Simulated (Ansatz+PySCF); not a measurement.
# triplet NH: levels of theory in one basis

```xyz
2

N     0.0000    0.0000   -0.2159
H     0.0000    0.0000    1.5113
```

Basis set: 6-31G (spherical functions). Left uncorrelated: 1 orbital. Correlation on ROHF uses semicanonical orbitals with singles. Charge 0, multiplicity 3.

Computed with Ansatz (development build ahead of 0.2.0) and PySCF 2.14.0; each method stands on the lowest determinant of its kind that the runs found.

```csv
method,E − E(ROHF) (eV),<S²> of the determinant
ROHF,0.00,–
UHF,-1.61,2.72
ROHF-MP2,-2.18,–
ROHF-CCSD,-3.19,–
UHF-CCSD,-3.20,2.72
ROHF-CCSD(T),-3.25,–
UHF-CCSD(T),-3.25,2.72
full CI (lowest root of this spin),-3.27,–
```

**Question.** What does UHF-MP2 give on the same scale?

**Answer.** -2.53 eV.

At such a shape the full CI root can have another spatial symmetry than the determinants, so the rows needn't describe one state.

**Question.** Is a single determinant a sound starting point here?

**Answer.** It is doubtful. Unrestricted orbitals lower Hartree–Fock by 1.61 eV and <S²> is 2.72 where a pure state has 2.00, a sign of strong static correlation.

Caution for ROHF, ROHF-MP2, ROHF-CCSD, ROHF-CCSD(T): an unrestricted determinant lies well below. Caution for UHF, UHF-MP2, UHF-CCSD, UHF-CCSD(T): the unrestricted determinant is spin contaminated. Caution for ROHF-MP2, UHF-MP2, ROHF-CCSD, UHF-CCSD, ROHF-CCSD(T), UHF-CCSD(T): large amplitudes, a single reference is doubtful.
